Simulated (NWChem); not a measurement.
System: C2H5NO anion, doublet; SMILES of the neutral closed-shell parent NC(C)=O

Parts of the log:

```
             Northwest Computational Chemistry Package (NWChem) 7.3.0
             --------------------------------------------------------

                             Geometry "geometry" -> ""
                             -------------------------

 Output coordinates in angstroms (scale by  1.889725989 to convert to a.u.)

  No.       Tag          Charge          X              Y              Z
 ---- ---------------- ---------- -------------- -------------- --------------
    1 C                    6.0000     0.17394700     1.37353100    -0.01834500
    2 C                    6.0000    -0.14894500    -0.07251600     0.24800500
    3 N                    7.0000     1.01038300    -0.91262200     0.06844600
    4 O                    8.0000    -1.31729400    -0.54203200     0.04307500
    5 H                    1.0000     0.42293200     1.51155100    -1.11973400
    6 H                    1.0000     1.05204800     1.72378000     0.54425100
    7 H                    1.0000    -0.68879100     2.01304300     0.20636000
    8 H                    1.0000     0.66649300    -1.86168900    -0.08300300
    9 H                    1.0000     1.53532200    -0.65279900    -0.80047100

 Effective nuclear repulsion energy (a.u.)     119.1081248646

                                 NWChem DFT Module
                                 -----------------

 Summary of "ao basis" -> "ao basis" (spherical)
 ------------------------------------------------------------------------------
       Tag                 Description            Shells   Functions and Types
 ---------------- ------------------------------  ------  ---------------------
 C                          6-31+g*                  8       18   4s3p1d
 N                          6-31+g*                  8       18   4s3p1d
 O                          6-31+g*                  8       18   4s3p1d
 H                          6-31+g*                  2        2   2s

 in cosmo_initialize ...
 calling solv_data for solv:thf

 solvent parameters
 solvname_short: thf
 solvname_long:  tetrahydrofuran
 dielec:        7.4257
 dielecinf:     1.9740
 nonaqueous SMD model solvent descriptors
 dielec:        7.4257
 sola:          0.0000
 solb:          0.4800
 solc:          0.0000
 solg:         39.4400
 solh:          0.0000
 soln:          1.4050

[...]

                                COSMO-SMD solvation results
                                ---------------------------

             internal energy in gas <Psi(g)|H|Psi(g)> =      -208.931221762080
         internal energy in solvent <Psi(s)|H|Psi(s)> =      -208.924882876392
                               delta internal energy  =         0.006338885688 (    3.98 kcal/mol)
   total free energy in solvent <Psi(s)|H+V/2|Psi(s)> =      -209.013945439409
 polarization energy contribution <Psi(s)|V/2|Psi(s)> =        -0.089062563017 (  -55.89 kcal/mol)
    total free energy in solvent including G(SMD-CDS) =      -209.014474638755
                       G(SMD-CDS) energy contribution =        -0.000529199345 (   -0.33 kcal/mol)
     1 M fixed-concentration free energy of solvation =        -0.083252876674 (  -52.24 kcal/mol)

                    DFT Final Alpha Molecular Orbital Analysis
                    ------------------------------------------

 Vector   15  Occ=1.000000D+00  E=-2.475776D-01
              MO Center=  4.2D-02, -6.7D-01,  1.7D-01, r^2= 2.5D+00
   Bfn.  Coefficient  Atom+Function         Bfn.  Coefficient  Atom+Function
  ----- ------------  ---------------      ----- ------------  ---------------
    41      0.339623  3 N  pz                59     -0.323658  4 O  pz
    45      0.261212  3 N  pz                58      0.247266  4 O  py
    63     -0.212350  4 O  pz                42      0.201231  3 N  s
    39      0.193357  3 N  px                43      0.163366  3 N  px
    62      0.162612  4 O  py                38      0.122762  3 N  s

 Vector   16  Occ=1.000000D+00  E=-1.985246D-01
              MO Center= -7.1D-01, -4.8D-01,  7.5D-02, r^2= 2.1D+00
   Bfn.  Coefficient  Atom+Function         Bfn.  Coefficient  Atom+Function
  ----- ------------  ---------------      ----- ------------  ---------------
    58      0.491916  4 O  py                62      0.330562  4 O  py
    39     -0.255188  3 N  px                57     -0.230749  4 O  px
    43     -0.221908  3 N  px                46      0.195137  3 N  s
    61     -0.160501  4 O  px                 6     -0.155171  1 C  s
     4      0.138736  1 C  py                10     -0.137145  1 C  s

 Vector   17  Occ=1.000000D+00  E=-6.225651D-02
              MO Center= -1.3D-01, -8.7D-02,  3.2D-02, r^2= 3.9D+00
   Bfn.  Coefficient  Atom+Function         Bfn.  Coefficient  Atom+Function
  ----- ------------  ---------------      ----- ------------  ---------------
    28      3.840907  2 C  s                 10     -2.263111  1 C  s
    46     -0.978748  3 N  s                 30      0.638362  2 C  py
    12      0.613334  1 C  py                29      0.506074  2 C  px
    64     -0.423209  4 O  s                 23      0.404919  2 C  pz
    27      0.392467  2 C  pz                59     -0.320798  4 O  pz

 Vector   18  Occ=0.000000D+00  E= 3.901911D-02
              MO Center=  4.7D-01, -4.9D-01, -5.8D-02, r^2= 9.9D+00
   Bfn.  Coefficient  Atom+Function         Bfn.  Coefficient  Atom+Function
  ----- ------------  ---------------      ----- ------------  ---------------
    28      3.005167  2 C  s                 46     -2.348596  3 N  s
    30     -1.254489  2 C  py                64     -0.829200  4 O  s
    47      0.727337  3 N  px                31     -0.603037  2 C  pz
    10      0.526418  1 C  s                 29      0.460936  2 C  px
    12      0.344045  1 C  py                27     -0.280533  2 C  pz

[...]
```

Level: PBE0/6-31+G* (spherical d), spin-unrestricted, SMD on the gas-phase geometry. Coordinates come from a B3LYP/def2-SVPD, spin-unrestricted optimisation. Not confirmed as a minimum by frequencies. This spin state was assumed; another may lie lower. No stability test was run on the SCF state. The gas-phase anion has a positive highest level at the geometry level, so the gas reference is doubtful. Solvent: tetrahydrofuran.

Which NWChem input produces such a log?

Several could match; the one computed here: the input that was run:
```
start job
memory heap 200 mb stack 900 mb global 1100 mb
charge -1
geometry units angstroms noautosym nocenter noautoz
  C      0.173947     1.373531    -0.018345
  C     -0.148945    -0.072516     0.248005
  N      1.010383    -0.912622     0.068446
  O     -1.317294    -0.542032     0.043075
  H      0.422932     1.511551    -1.119734
  H      1.052048     1.723780     0.544251
  H     -0.688791     2.013043     0.206360
  H      0.666493    -1.861689    -0.083003
  H      1.535322    -0.652799    -0.800471
end
basis spherical
  * library 6-31+g*
end
dft
  odft
  mult 2
  xc pbe0
  iterations 150
end
cosmo
  do_cosmo_smd true
  solvent thf
end
task dft energy
```
